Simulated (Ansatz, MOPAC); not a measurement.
Gas-phase reaction in SMILES: N[Si](Cl)(N)N + 4 [H][H] (H2) → Cl (HCl) + 3 N (NH3) + [SiH4] (SiH4)

Wanted: energy of full hydrogenation (enthalpy at 298 K), in kcal/mol. Terms: spin-orbit terms left out; dispersion terms only where a functional's name holds one; 6-311+G** with 5d, 6d on Na to Ar in Ansatz (a program for electronic structure); non-relativistic; frozen cores in correlated levels. CBS marks a two-point X^-3 extrapolation of the correlation energy; Hartree-Fock from the larger set. First-principles rows: single points at B3LYP-D3(BJ) geometries (Ansatz), with unscaled harmonic terms from B3LYP/6-31G* (Ansatz) at its own minima. Semi-empirical rows: MOPAC heats of formation at their own minima for 298 K.

| species | coefficient | E at B3LYP/6-311+G** (Ansatz), Eh | E at PBE/def2-TZVPD (Ansatz), Eh | H(298 K) - E, kcal/mol | heat of formation at PM3 (MOPAC), kcal/mol |
|---|---|---|---|---|---|
| N[Si](N)(N)Cl | -1 | -917.83352 | -917.28456 | 56.64 | -102.34 |
| [H][H] (H2) | -4 | -1.17957 | -1.16589 | 8.44 | -13.39 |
| Cl (HCl) | +1 | -460.83451 | -460.62833 | 6.28 | -20.47 |
| N (NH3) | +3 | -56.58261 | -56.51037 | 24.05 | -3.07 |
| [SiH4] (SiH4) | +1 | -291.91461 | -291.72111 | 22.18 | 12.47 |

Coupled cluster (Ansatz) is a level with limits of its own, used here on species with T1 under 0.025 (0.045 for open shells) and stable references: CCSD(T)/CBS(cc-pV(T+d)Z,cc-pV(Q+d)Z). Value to compare with, CCSD(T)/CBS(cc-pV(T+d)Z,cc-pV(Q+d)Z) (Ansatz): 62.7 kcal/mol. 1 Eh = 627.5095 kcal/mol.

Question: Compute it at each level from the table, and compare with CCSD(T)/CBS(cc-pV(T+d)Z,cc-pV(Q+d)Z) (Ansatz).

Answer: 
- B3LYP/6-311+G**: the sum of coefficient times E is 0.05485 Eh, or 34.42 kcal/mol; the thermal terms add 10.21. Result: 44.6 kcal/mol. Its difference against CCSD(T)/CBS(cc-pV(T+d)Z,cc-pV(Q+d)Z) (Ansatz) is -18.1 kcal/mol.
- PBE/def2-TZVPD: the sum of coefficient times E is 0.06757 Eh, or 42.40 kcal/mol; the thermal terms add 10.21. Result: 52.6 kcal/mol. Its difference against CCSD(T)/CBS(cc-pV(T+d)Z,cc-pV(Q+d)Z) (Ansatz) is -10.1 kcal/mol.
- PM3: the sum of coefficient times heat of formation is 138.69 kcal/mol; it needs no thermal term. Its difference against CCSD(T)/CBS(cc-pV(T+d)Z,cc-pV(Q+d)Z) (Ansatz) is 76.0 kcal/mol.
